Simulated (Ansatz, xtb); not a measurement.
System: propane, C$_{3}$H$_{8}$, net charge 0, singlet state. SMILES: CCC
Structure (B3LYP-D3(BJ)/def2-TZVP (Ansatz, a first-principles code) minimum search):
```
C
H 1 1.0941
H 1 1.0941 2 106.12
C 1 1.5265 2 109.44 3 117.99
H 4 1.0917 1 111.60 2 -57.95
H 4 1.0929 5 107.78 1 122.13
H 4 1.0929 5 107.78 6 115.74
C 1 1.5265 2 109.44 3 -117.99
H 8 1.0917 1 111.60 2 57.95
H 8 1.0929 9 107.78 1 -122.13
H 8 1.0929 9 107.78 10 -115.74
```
Charge 0, spin multiplicity 1.

Harmonic wavenumbers from GFN2-xTB (xtb, at its own minimum), cm⁻¹: 207, 257, 374, 793, 928, 935, 952, 1116, 1168, 1208, 1272, 1345, 1413, 1421, 1499, 1500, 1504, 1510, 1511, 2967, 2982, 3026, 3028, 3032, 3036, 3038, 3038.

**Question.** Give the harmonic wavenumbers at B3LYP-D3(BJ)/def2-TZVP (Ansatz, finite differences of forces, unscaled).

**Answer.** 221, 272, 370, 755, 875, 914, 935, 1060, 1180, 1217, 1319, 1372, 1405, 1423, 1490, 1492, 1497, 1507, 1513, 3019, 3022, 3025, 3038, 3076, 3088, 3088, 3090 cm⁻¹. Zero-point energy 64.7 kcal/mol.

**Question.** From these and the geometry, give the ideal-gas thermochemistry at 298.15 K and 1 atm (rigid rotor, harmonic oscillator).

**Answer.** Point group C2v, rotational symmetry number 2. Rotational constants 29.57, 8.436, 7.471 GHz. S(trans) 37.28, S(rot) 21.29, S(vib) 5.56, S(elec, spin only) 0.00, S 64.1 cal/(mol K). H(298) - H(0) 3.43 kcal/mol; G - E(el) 49.0 kcal/mol. Tabulated S at 1 bar: 64.6 cal/(mol K) (CRC Handbook, as tabulated in the package chemicals); it can hold hindered rotation or other conformers, which this model lacks.
